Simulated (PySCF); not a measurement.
## Fluorine: a sound run and one with changed settings

Sound run: F [He] 2s2 2p5, F⁺ [He] 2s2 2p4. All numbers are calculated (PySCF 2.14, the spin-free X2C one-electron Hamiltonian (Gaussian nucleus), in x2c-TZVPall). In the sound run the correlated levels freeze 1s2. The sound run starts from symmetry-adapted Hartree-Fock orbitals and uses a fine grid where one is needed.

Changed run: basis STO-3G, all-electron and non-relativistic. This setting is unsound on purpose.

```csv
species,method,sound run (hartree),changed run (hartree),converged
F,UHF,-99.49886,-97.98651,yes
F,PBE0,-99.76459,-98.20281,yes
F,TPSS,-99.86121,-98.28558,yes
F,MP2,-99.69685,-97.98651,yes
F⁺,UHF,-98.92406,-97.52349,yes
F⁺,PBE0,-99.12479,-97.69005,yes
F⁺,TPSS,-99.22241,-97.78174,yes
F⁺,MP2,-99.06494,-97.52349,yes
```

Ionisation energy of F:

| method | sound run (eV) | changed run (eV) |
| --- | --- | --- |
| UHF | 15.641 | 12.599 |
| PBE0 | 17.410 | 13.953 |
| TPSS | 17.383 | 13.710 |
| MP2 | 17.195 | 12.599 |
| SCS-MP2 | 17.180 | 12.599 |

A minimal basis cannot let orbitals breathe on ionisation and holds almost no correlation. The Hamiltonian changed with the basis, so the totals do not compare.

For comparison, NIST gives 17.423 eV between the lowest levels.
